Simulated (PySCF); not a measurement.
# The bond of AlS−, level by level

The task here is to estimate one member of a computed series from the others.

Program: PySCF 2.14.0. Level of theory: Al def2-SVPD, S def2-SVPD, no relativity. These are calculated values, not measurements.

1 further run of the same task is left out (set aside as unsound or not needed).

Set-up of the first run:

The job is set up so:

```yaml
atoms: Al, S
charge: -1
basis: Al def2-SVPD, S def2-SVPD
Hamiltonian: no relativity
basis_functions: 51
electrons_treated: 30
masses_in_u: 26.9815, 31.9721
levels: PBE0, PBE, r²SCAN, BP86, TPSS, revPBE, CAM-B3LYP, HF, MP2, SCS-MP2, CCSD, CCSD(T)
grid: 80 radial by 434 angular points
occupations: held fixed by the projection of orbital angular momentum
dissociation_limit: Al + S−, each in its ground configuration
starting_distance_in_angstrom: 2.280
values_of_2S_to_try: 0, 2
```

Command:

```sh
> OMP_NUM_THREADS=1 python dia.py task.json out
```

Steps of the session up to this table: Set-up; PBE0 along the bond; PBE; r²SCAN (meta-GGA); BP86; TPSS (meta-GGA); revPBE; CAM-B3LYP (range-separated hybrid); RHF; Adding correlation.

One table of the session follows, with a row left open; its other results are not shown here.

Energy (eV) from each level's lowest point:

```
R (Å)    RHF  RHF-MP2  RHF-SCS-MP2  RHF-CCSD  RHF-CCSD(T)
1.819  1.129    1.217        1.222       n/a          n/a
1.903  0.483    0.549        0.552     0.542        0.572
1.988  0.137    0.177        0.179     0.173        0.191
2.052  0.021    0.042        0.043     0.040        0.049
2.115  0.000    0.000        0.000     0.000        0.000
2.179      ?        ?            ?         ?            ?
2.263  0.203    0.150        0.148     0.157        0.132
2.369  0.485    0.390        0.388     0.404        0.358
2.496  0.905    0.756        0.753     0.778        0.706
2.665  1.524    1.303        1.297       n/a          n/a
```

**Question.** Estimate the row for R (Å) = 2.179.

Worked estimate for «RHF». A straight line through the neighbours (2.115, 0.000) and (2.263, 0.203) gives 0.000 + (0.203 − 0.000) × (2.179 − 2.115) / (2.263 − 2.115) = 0.088; a parabola fitted to 4 rows on both sides gives 0.058.

The run gave: RHF: 0.051; RHF-MP2: 0.029; RHF-SCS-MP2: 0.028; RHF-CCSD: 0.032; RHF-CCSD(T): 0.022. In «RHF» the line misses by +0.037 and the parabola by +0.007.

Limits of these values: Lowest PBE0 solution found, without spin–orbit coupling: ¹Σ⁺ (singlet), closed shell. Warnings in the runs' records: inverted.
